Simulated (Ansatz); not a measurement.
## Reading a saddle point

A first-order saddle point of BH4F, closed shell, PBE0-D4/def2-TZVP, with one imaginary mode of 1102i cm⁻¹:

B1  (-0.311, 0.111, -0.231)
F2  (1.315, 0.202, -0.097)
H3  (-0.588, -0.578, -1.160)
H4  (-0.778, 1.191, -0.055)
H5  (0.701, -0.346, 0.674)
H6  (-0.339, -0.579, 0.869)
(Å)

Program: Ansatz 0.2.0. Basis: def2-TZVPP and def2-QZVPP. Cores are frozen in the correlated methods. Extrapolation: Hartree–Fock as exp(−7.88 √X), correlation as X^−2.97.

(1) Which contacts change along the imaginary mode, and what lies on either side? (Judge from chemistry; the calculation decides.)

(2) Which side is lower, and how far does the saddle lie above each? (An estimate is asked for; the value comes from the calculation.)

The T1 diagnostic stays at or below 0.013. The start structure is not quite a true minimum (one mode of 53i cm⁻¹).

Results:

(1) The calculation gives: The step is BH₂F ([BH2][F]) + H₂ → BH₃ + HF, with the molecules in contact on both sides. Shortening one way: B1–H6, F2–H5; lengthening the same way: B1–F2, H5–H6.
```json
{"pair": "B1–H6", "one side (Å)": "2.85", "saddle (Å)": "1.30", "other side (Å)": "1.20"}
{"pair": "F2–H5", "one side (Å)": "3.07", "saddle (Å)": "1.13", "other side (Å)": "0.93"}
{"pair": "B1–F2", "one side (Å)": "1.32", "saddle (Å)": "1.63", "other side (Å)": "2.01"}
{"pair": "H5–H6", "one side (Å)": "0.75", "saddle (Å)": "1.08", "other side (Å)": "2.25"}
```

(2) By the calculation: The side with B1–F2, H5–H6 short is lower by 27.64 kcal/mol; the saddle lies 41.78 kcal/mol above it and 14.13 kcal/mol above the other (CCSD(T) at an estimated basis limit (MP2 extrapolated from triple and quadruple zeta, plus CCSD(T) − MP2 in triple zeta); electronic energies).

Labels in which every atom is bracketed show which atoms are joined, not bond orders.

For scale, one of the runs: CCSD(T)/def2-TZVPP, 118 basis functions, launched by `ansatz run in.yaml --threads 2 --pin off --events-out ev --progress --plain --max-ram 4352MiB`. Hardware: 2 CPU threads of an Arm Neoverse V2, shared host. Wall time about 3.1 s.
